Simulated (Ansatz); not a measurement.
# HSi: rigid scan of one bond length

The task is a rigid scan of one bond length, for HSi.

Program: Ansatz 0.2.0, driven from Python. Level of theory: CCSD(T)/cc-pVDZ. These are calculated values, not measurements.

## Step 1: The structure

Bond lengths: Si1–H2 1.435 Å.

The script reads hsi.xyz:

```xyz
2

Si    0.00000    0.00000    0.00000
H     0.00000    0.00000    1.43500
```

## Step 2: Script

The input, run_scan.py:

```python
"""Potential curve of HSi along one bond."""

import ansatz as az
from ase.data import atomic_masses, atomic_numbers
import numpy as np

system = az.Crystal.molecule_from_extxyz("hsi.xyz")

symbols = [site.symbol for site in system.cartesian_sites]
start = np.array([site.position_ang for site in system.cartesian_sites])
axis = (start[1] - start[0]) / np.linalg.norm(start[1] - start[0])
moving = [1]
lengths, energies = [1.263, 1.32, 1.378, 1.435, 1.492, 1.55, 1.607, 1.693], []
for length in lengths:
    xyz = start.copy()
    xyz[moving] += (length - np.linalg.norm(start[1] - start[0])) * axis
    point = az.Crystal.molecule()
    for symbol, place in zip(symbols, xyz):
        point = point.atom(symbol, place.tolist())
    setup = point.calculation()
    setup = setup.basis(gaussian="cc-pVDZ").correlation("ccsd_t")
    setup = setup.spin("collinear", total=1)
    report = setup.run(threads=1, pin="off").report
    energies.append(report["free_energy_ev"])
    print(f"r = {length:6.3f} A  E = {energies[-1]:.5f} eV  <S^2> = {abs(report['mean_field']['state']['spin_squared']):.3f}")

# quartic fit about the minimum
fit = np.polynomial.Polynomial.fit(lengths, np.array(energies) - min(energies), 4).convert()
roots = [r.real for r in fit.deriv().roots() if abs(r.imag) < 1e-9 and fit.deriv(2)(r.real) > 0]
r_e = min(roots, key=lambda r: abs(r - lengths[int(np.argmin(energies))]))
print(f"minimum of the fit at {r_e:.4f} A, force constant {fit.deriv(2)(r_e):.2f} eV/A^2")
m1, m2 = (atomic_masses[atomic_numbers[s]] for s in symbols)
mu = m1 * m2 / (m1 + m2)
print(f"harmonic wavenumber {521.4709 * np.sqrt(fit.deriv(2)(r_e) / mu):.0f} 1/cm, rotational constant {16.857629 / (mu * r_e ** 2):.4f} 1/cm")
```

## Step 3: Launch

Command:

```console
$ python run_scan.py
```

**Question.** Where along the scan is the Si-H distance of lowest energy, and how steep are the two sides?

The runs gave:

| quantity | value |
| --- | --- |
| bond length at the fit's minimum | 1.5404 Å |
| runs compared | 8 |
| range of energy | 0.861 eV |
| lowest point, distance (Å) | 1.55 |

In words: The lowest point is at 1.550 Å. At the shortest distance (1.26 Å) the energy is 0.86 eV higher, at the longest (1.69 Å) 0.14 eV. Notes:
- The basis set is modest, and single-reference methods fail as a bond breaks.
- The species is open-shell (spin multiplicity 2).
